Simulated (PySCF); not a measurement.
PySCF job for DMSO cation (C2H6OS), SMILES CS(C)=O (connectivity only; charge and spin as stated), charge +1, multiplicity 2, B3LYP-D3(BJ)/def2-SVP. Coordinates come from a B3LYP-D3(BJ)/def2-SVP optimisation. The spin state was assumed, not searched.

```python
import numpy as np
from pyscf import gto, scf, dft, df
from pyscf.hessian import thermo

mol = gto.M(
    atom='''
    C    -0.16178266   -0.76539703   -1.47224465
    S     0.34585758    0.15428648    0.00000000
    C    -0.16178266   -0.76539703    1.47224465
    O    -0.26527590    1.53260154   -0.00000000
    H     0.12086248   -0.13857864   -2.33061759
    H     0.39442050   -1.71449267   -1.47362030
    H    -1.25034408   -0.91924458   -1.42209799
    H    -1.25034408   -0.91924458    1.42209798
    H     0.12086248   -0.13857863    2.33061759
    H     0.39442050   -1.71449266    1.47362030
    ''',
    basis='def2-SVP',
    charge=1,
    spin=1,
    max_memory=1600,
    verbose=3,
)
mf = dft.UKS(mol, xc='b3lyp').density_fit(auxbasis='def2-universal-jkfit')
mf.disp = 'd3bj'
mf.grids.level = 3
mf.conv_tol = 1e-11
mf.max_cycle = 100
mf.kernel()
fine, coarse = mf.grids, dft.Grids(mol).set(level=1).build(with_non0tab=True)
for _ in range(3):  # follow internal instabilities
    mf.grids = coarse
    mo, _, stable, _ = mf.stability(return_status=True, nroots=4)
    mf.grids = fine
    if stable:
        break
    mf.kernel(mf.make_rdm1(mo, mf.mo_occ))

# [left out here: the lines that compute and print the analytic Hessian (its translational invariance restored by hand, since the grid's response is missing), thermochemistry and intensities]
```

Program output:

```

WARN: HOMO -0.272425307595143 >= LUMO -0.272425307595145

converged SCF energy = -552.657930578304  <S^2> = 0.75531438  2S+1 = 2.0053073
<class 'pyscf.df.df_jk.DFUKS'> wavefunction is stable in the internal stability analysis

WARN: DFTD3 does not support analytical Hessian, using finite difference


WARN: Mole.unit (angstrom) is changed to Bohr

Mode                                 0                   1                   2
Irrep
Freq [cm^-1]                      142.6523            171.3212            246.0284
Reduced mass [au]                   1.0258              1.0631              2.5964
Force const [Dyne/A]                0.0123              0.0184              0.0926
Char temp [K]                     205.2449            246.4931            353.9801
Normal mode                   x     y     z       x     y     z       x     y     z
       0   C                 0.02 -0.01  0.00    0.03 -0.01 -0.00   -0.03 -0.08  0.11
       1   S                 0.00 -0.00  0.00   -0.01  0.01 -0.00    0.03  0.06 -0.00
       2   C                -0.02  0.01  0.00    0.03 -0.01  0.00   -0.03 -0.08 -0.11
       3   O                 0.00 -0.00 -0.01   -0.04 -0.01  0.00    0.00  0.05  0.00
       4   H                -0.32  0.18  0.03    0.38 -0.20 -0.02   -0.10 -0.22 -0.01
       5   H                 0.33  0.17 -0.21   -0.25 -0.17  0.23   -0.02 -0.08  0.22
       6   H                 0.08 -0.37  0.17   -0.03  0.32 -0.20   -0.02 -0.10  0.21
       7   H                -0.08  0.37  0.17   -0.03  0.32  0.20   -0.02 -0.10 -0.21
       8   H                 0.32 -0.18  0.03    0.38 -0.20  0.02   -0.10 -0.22  0.01
       9   H                -0.33 -0.17 -0.20   -0.25 -0.17 -0.23   -0.02 -0.08 -0.22
Mode                                 3                   4                   5
Irrep
Freq [cm^-1]                      273.5159            320.8448            600.9900
Reduced mass [au]                   4.7202              4.7035              5.2929
Force const [Dyne/A]                0.2081              0.2853              1.1264
Char temp [K]                     393.5284            461.6243            864.6908
Normal mode                   x     y     z       x     y     z       x     y     z
       0   C                 0.06 -0.05 -0.02   -0.02  0.09  0.03   -0.04 -0.08 -0.14
       1   S                -0.11  0.01  0.00    0.00  0.00  0.06    0.05  0.05  0.00
       2   C                 0.06 -0.05  0.02    0.02 -0.09  0.03   -0.04 -0.08  0.14
       3   O                 0.10  0.08  0.00   -0.00  0.00 -0.18   -0.02  0.05  0.00
       4   H                 0.10 -0.06 -0.01   -0.03  0.17  0.10   -0.06 -0.10 -0.16
       5   H                 0.15  0.00  0.08   -0.07  0.06 -0.10   -0.03 -0.08 -0.08
       6   H                 0.06 -0.15 -0.13   -0.03  0.14  0.04   -0.04 -0.06 -0.06
       7   H                 0.06 -0.15  0.13    0.03 -0.14  0.04   -0.04 -0.06  0.06
       8   H                 0.10 -0.06  0.01    0.03 -0.17  0.10   -0.06 -0.10  0.16
       9   H                 0.15  0.00 -0.08    0.07 -0.06 -0.10   -0.03 -0.08  0.08
Mode                                 6                   7                   8
Irrep
Freq [cm^-1]                      680.6486            895.9165            933.0094
Reduced mass [au]                   5.5400              1.1829              1.6937
Force const [Dyne/A]                1.5122              0.5594              0.8687
Char temp [K]                     979.3017           1289.0244           1342.3929
Normal mode                   x     y     z       x     y     z       x     y     z
       0   C                 0.04  0.09  0.11   -0.05 -0.04  0.05   -0.06  0.02  0.02
       1   S                 0.00  0.00 -0.10   -0.00  0.00 -0.03    0.05 -0.05  0.00
       2   C                -0.04 -0.09  0.11    0.05  0.04  0.05   -0.06  0.02 -0.02
       3   O                -0.00  0.00  0.00    0.00 -0.00  0.01   -0.05  0.09 -0.00
       4   H                 0.02 -0.03  0.02    0.22  0.23  0.32    0.18 -0.01  0.08
       5   H                 0.07  0.10  0.19    0.11  0.05 -0.13    0.18  0.16  0.17
       6   H                 0.05  0.00  0.08   -0.06 -0.10 -0.41   -0.04 -0.23 -0.32
       7   H                -0.05 -0.00  0.08    0.06  0.10 -0.41   -0.04 -0.23  0.32
       8   H                -0.02  0.03  0.02   -0.22 -0.23  0.32    0.18 -0.01 -0.08
       9   H                -0.07 -0.10  0.19   -0.11 -0.05 -0.13    0.18  0.16 -0.17
Mode                                 9                  10                  11
Irrep
Freq [cm^-1]                      943.4275            991.7688           1071.9430
Reduced mass [au]                   1.3015              1.8177              2.1985
Force const [Dyne/A]                0.6825              1.0534              1.4884
Char temp [K]                    1357.3821           1426.9344           1542.2873
Normal mode                   x     y     z       x     y     z       x     y     z
       0   C                -0.06  0.05 -0.04    0.03 -0.06  0.04   -0.04 -0.05  0.03
       1   S                -0.00  0.00  0.04    0.01 -0.03  0.00    0.00  0.08 -0.00
       2   C                 0.06 -0.05 -0.04    0.03 -0.06 -0.04   -0.04 -0.05 -0.03
       3   O                 0.00 -0.00 -0.03   -0.04  0.13 -0.00    0.04 -0.11  0.00
       4   H                 0.07 -0.17 -0.15    0.02  0.20  0.23    0.13  0.17  0.25
       5   H                 0.18  0.19  0.37   -0.10 -0.14 -0.33    0.07  0.02 -0.14
       6   H                -0.03 -0.28 -0.20   -0.01  0.16 -0.01   -0.07 -0.02 -0.27
       7   H                 0.03  0.28 -0.20   -0.01  0.16  0.01   -0.07 -0.02  0.27
       8   H                -0.07  0.17 -0.15    0.02  0.20 -0.23    0.13  0.17 -0.25
       9   H                -0.18 -0.19  0.37   -0.10 -0.14  0.33    0.07  0.02  0.14
Mode                                12                  13                  14
Irrep
Freq [cm^-1]                     1296.1298           1325.7425           1397.0463
Reduced mass [au]                   1.1448              1.1459              1.0510
Force const [Dyne/A]                1.1331              1.1866              1.2085
Char temp [K]                    1864.8422           1907.4483           2010.0386
Normal mode                   x     y     z       x     y     z       x     y     z
       0   C                -0.02 -0.04 -0.06    0.02  0.04  0.06    0.01  0.04 -0.02
       1   S                 0.00 -0.00 -0.01    0.00  0.01  0.00    0.00  0.00 -0.01
       2   C                 0.02  0.04 -0.06    0.02  0.04 -0.06   -0.01 -0.04 -0.02
       3   O                -0.00  0.00 -0.00    0.00 -0.00 -0.00    0.00 -0.00  0.00
       4   H                 0.14  0.29  0.23   -0.12 -0.29 -0.23    0.21  0.11  0.11
       5   H                 0.16  0.08  0.34   -0.17 -0.08 -0.35   -0.36 -0.18  0.02
       6   H                -0.02  0.16  0.32    0.03 -0.17 -0.31    0.08 -0.46  0.16
       7   H                 0.02 -0.16  0.32    0.03 -0.17  0.31   -0.08  0.46  0.16
       8   H                -0.14 -0.29  0.23   -0.12 -0.29  0.23   -0.21 -0.11  0.11
       9   H                -0.16 -0.08  0.34   -0.17 -0.08  0.35    0.36  0.18  0.02
Mode                                15                  16                  17
Irrep
Freq [cm^-1]                     1405.6808           1411.4524           1421.7175
Reduced mass [au]                   1.0507              1.0433              1.0466
Force const [Dyne/A]                1.2232              1.2246              1.2464
Char temp [K]                    2022.4618           2030.7658           2045.5349
Normal mode                   x     y     z       x     y     z       x     y     z
       0   C                 0.04 -0.01 -0.01    0.01  0.03 -0.02    0.04 -0.01 -0.00
       1   S                 0.00 -0.00 -0.00    0.00  0.01 -0.00    0.01 -0.00 -0.00
       2   C                -0.04  0.01 -0.01    0.01  0.03  0.02    0.04 -0.01  0.00
       3   O                -0.00 -0.00 -0.00    0.00 -0.00 -0.00   -0.00 -0.00  0.00
       4   H                -0.42  0.26  0.04    0.17  0.16  0.14   -0.44  0.23  0.02
       5   H                -0.19 -0.14  0.32   -0.37 -0.20  0.06   -0.14 -0.11  0.31
       6   H                 0.02  0.00 -0.28    0.08 -0.45  0.13    0.01  0.04 -0.32
       7   H                -0.02 -0.00 -0.28    0.08 -0.45 -0.13    0.01  0.04  0.32
       8   H                 0.42 -0.26  0.04    0.17  0.16 -0.14   -0.44  0.23 -0.02
       9   H                 0.19  0.14  0.32   -0.37 -0.20 -0.06   -0.14 -0.11 -0.31
Mode                                18                  19                  20
Irrep
Freq [cm^-1]                     3039.5128           3042.6661           3174.0187
Reduced mass [au]                   1.0263              1.0266              1.1121
Force const [Dyne/A]                5.5862              5.5999              6.6012
Char temp [K]                    4373.1822           4377.7191           4566.7063
Normal mode                   x     y     z       x     y     z       x     y     z
       0   C                -0.01 -0.02 -0.02   -0.01 -0.01 -0.02   -0.06  0.02  0.01
       1   S                 0.00 -0.00 -0.00   -0.00  0.00 -0.00   -0.00  0.00  0.00
       2   C                 0.01  0.02 -0.02   -0.01 -0.01  0.02    0.06 -0.02  0.01
       3   O                -0.00  0.00  0.00    0.00 -0.00  0.00    0.00 -0.00 -0.00
       4   H                -0.10 -0.22  0.29   -0.10 -0.22  0.29    0.03  0.08 -0.11
       5   H                -0.20  0.34 -0.00   -0.20  0.34 -0.00    0.21 -0.36  0.00
       6   H                 0.43  0.06 -0.03    0.43  0.06 -0.03    0.50  0.07 -0.03
       7   H                -0.43 -0.06 -0.03    0.43  0.06  0.03   -0.50 -0.07 -0.03
       8   H                 0.10  0.22  0.29   -0.10 -0.22 -0.29   -0.03 -0.08 -0.11
       9   H                 0.20 -0.34 -0.00   -0.20  0.34  0.00   -0.21  0.36  0.00
Mode                                21                  22                  23
Irrep
Freq [cm^-1]                     3175.8905           3179.5660           3181.4974
Reduced mass [au]                   1.1119              1.1100              1.1126
Force const [Dyne/A]                6.6077              6.6114              6.6350
Char temp [K]                    4569.3994           4574.6876           4577.4664
Normal mode                   x     y     z       x     y     z       x     y     z
       0   C                -0.06  0.01  0.02    0.01  0.05 -0.04   -0.00 -0.06  0.03
       1   S                -0.00  0.00 -0.00    0.00  0.00 -0.00    0.00  0.00  0.00
       2   C                -0.06  0.01 -0.02   -0.01 -0.05 -0.04   -0.00 -0.06 -0.03
       3   O                 0.00 -0.00  0.00   -0.00  0.00 -0.00   -0.00  0.00  0.00
       4   H                 0.05  0.12 -0.16   -0.14 -0.31  0.43    0.14  0.30 -0.41
       5   H                 0.19 -0.33  0.00    0.18 -0.30 -0.00   -0.21  0.35  0.00
       6   H                 0.51  0.07 -0.03   -0.14 -0.01  0.00    0.09  0.01 -0.00
       7   H                 0.51  0.07  0.03    0.14  0.01  0.00    0.09  0.01  0.00
       8   H                 0.05  0.12  0.16    0.14  0.31  0.43    0.14  0.30  0.41
       9   H                 0.19 -0.33 -0.00   -0.18  0.30 -0.00   -0.21  0.35 -0.00
temperature 298.1500 [K]
pressure 101325.00 [Pa]
Rotational constants [GHz] 7.35050 6.27723 3.85224
Symmetry number 1
Zero-point energy (ZPE) 0.07819 [Eh]   205297.055 [J/mol]
                           tot       elec      trans        rot        vib
Entropy [J/mol/K]       320.667      5.763    163.102    104.626     47.175
Cv [J/mol/K]             81.862      0.000     12.472     12.472     56.919
Cp [J/mol/K]             90.177      0.000     20.786     12.472     56.919
Internal energy [J/mol]                      3718.434   3718.434 213564.124
Internal energy [Eh]   -552.57376  -552.65793
Enthalpy [J/mol]                             6197.391   3718.434 213564.124
Enthalpy [Eh]          -552.57281
Gibbs free energy [J/mol]                  -42431.456 -27475.886 199498.803
Gibbs free energy [Eh] -552.60923
mode   freq/cm-1   IR/(km/mol)
   1      142.65         0.006
   2      171.32         0.660
   3      246.03         0.162
   4      273.52         8.240
   5      320.84        14.921
   6      600.99         0.165
   7      680.65         1.058
   8      895.92         1.405
   9      933.01         3.417
  10      943.43         7.360
  11      991.77         1.543
  12     1071.94        27.150
  13     1296.13         0.002
  14     1325.74         2.211
  15     1397.05        16.232
  16     1405.68         5.276
  17     1411.45        17.833
  18     1421.72        54.757
  19     3039.51        30.711
  20     3042.67         7.865
  21     3174.02         0.518
  22     3175.89        31.945
  23     3179.57        21.069
  24     3181.50        34.202
max |gradient| / (hartree/bohr): 5.943356705265045e-05
APT charges: [-0.0384  0.6511 -0.0384 -0.1728  0.1219  0.1031  0.0742  0.0742  0.1219
  0.1031]
```

The calculation finished and met its thresholds.
